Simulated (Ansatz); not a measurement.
Program: Ansatz. Geometries: PBE0-D4/def2-TZVP. ΔE: electronic, gas phase. CCSD(T)/CBS is the MP2 limit (def2-TZVPP, def2-QZVPP) plus CCSD(T) − MP2 in def2-TZVPP, frozen cores. Functionals use def2-TZVPP. Each species was taken in one conformer, which may not be the lowest.

Reaction (isomerisation): `Cc1ccon1` → `N#CCC1CO1`

`Cc1ccon1`:

Z-matrix (Å, degrees):
```
C
C 1 1.485
H 1 1.092 2 110.8
H 1 1.089 2 110.0 3 -120.3
H 1 1.092 2 110.8 3 119.4
C 2 1.422 1 128.7 3 -59.9
N 2 1.305 1 120.4 3 120.1
C 6 1.350 2 103.3 1 180.0
H 6 1.077 2 128.4 1 -0.0
O 7 1.375 2 106.4 1 -180.0
H 8 1.079 6 133.5 2 180.0
```

`N#CCC1CO1`:

Cartesian coordinates in Å:
```
N -1.645 -0.087 2.464
C -0.830 -0.382 1.710
C 0.200 -0.726 0.743
C 0.513 0.432 -0.173
C -0.145 0.571 -1.464
O 1.189 0.090 -1.362
H 1.102 -1.032 1.282
H -0.132 -1.582 0.150
H 0.880 1.329 0.324
H -0.883 -0.168 -1.765
H -0.251 1.556 -1.909
```

```csv
species,r2SCAN0-D4 energy (Eh)
`Cc1ccon1`,-285.27427
`N#CCC1CO1`,-285.26116
```

Problem. Work out ΔE.

Solution. ΔE = (-285.26116) − (-285.27427) = 0.01311 Eh = +0.36 eV. CCSD(T)/CBS gives +0.18 eV.

Largest T1 diagnostic among the species: 0.015.

Leaving LDA and LC-ωPBE aside and taking each functional with its dispersion term where it has one, the values, not all of them listed here, spread over 0.31 eV, from BHLYP-D4 to PBE-D4. LDA lies +0.37 eV from PBE without D4. From PBE to PBE0 (25 % exact exchange), in def2-TZVPP and without D4, ΔE moves by −0.08 eV.
